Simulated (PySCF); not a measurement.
Two structures of CH5AlO, singlet, reached by relaxing down either side of one saddle point (PBE0-D4/def2-TZVP). Energies are electronic, without zero-point energy. Computed with PySCF 2.14 with density fitting (its default auxiliary sets; JK sets also for MP2 and CCSD(T)) (basis: def2-TZVPP and def2-QZVPP); correlated methods freeze the cores. Extrapolation: Hartree–Fock as exp(−7.88 √X), correlation as X^−2.97. First:

```xyz
8
angstrom
Al -0.8132 -0.1603 0.3425
C 0.8581 0.7404 -0.0968
O -1.1642 -1.7333 -0.1970
H -0.5712 -2.2533 -0.7362
H -1.9504 0.4982 1.2218
H 1.4021 1.0109 0.8146
H 0.6637 1.6784 -0.6279
H 1.5265 0.1383 -0.7173
```

Second:

Al1  (-1.585, -0.091, 0.779)
C2  (0.990, 0.062, -0.491)
O3  (-2.058, -1.548, 0.332)
H4  (0.304, -0.795, -0.537)
H5  (-1.326, 1.354, 1.331)
H6  (1.304, 0.265, 0.534)
H7  (0.539, 0.955, -0.927)
H8  (1.869, -0.204, -1.078)
(Å)

Task: Which bonds change from the first to the second?

Result: CH₅AlO ([CH3][AlH][OH]) → AlHO ([O][AlH]) + CH₄; bonds formed: C2–H4; bonds broken: Al1–C2, O3–H4.

Task: Give the saddle point's structure and its height above each. (An estimate is asked for; the value comes from the calculation.)

Result: By the calculation: 66.98 kcal/mol above the first and 15.22 kcal/mol above the second (CCSD(T) at an estimated basis limit (MP2 extrapolated from triple and quadruple zeta, plus CCSD(T) − MP2 in triple zeta)).
```xyz
8
angstrom
Al -1.1777 -0.0139 0.5948
C 0.7826 0.1271 -0.3395
O -1.3462 -1.5146 -0.0155
H -0.0606 -0.8634 -0.3692
H -1.5547 1.2899 1.3874
H 1.3122 0.3681 0.5882
H 0.5609 1.0475 -0.8902
H 1.4834 -0.4405 -0.9560
```

The T1 diagnostic stays at or below 0.027. The T1 diagnostic is large here, which may signal multireference character or strong orbital relaxation, so CCSD(T) is less sure.

Labels in which every atom is bracketed show which atoms are joined, not bond orders.

For scale, one of the runs: CCSD(T)/def2-TZVPP, 174 basis functions, launched by `OMP_NUM_THREADS=4 python run.py`. Time: 2.9 min of wall clock on 4 CPU threads of an Arm Neoverse V2; the host was shared. Peak host memory: 1.4 GiB.
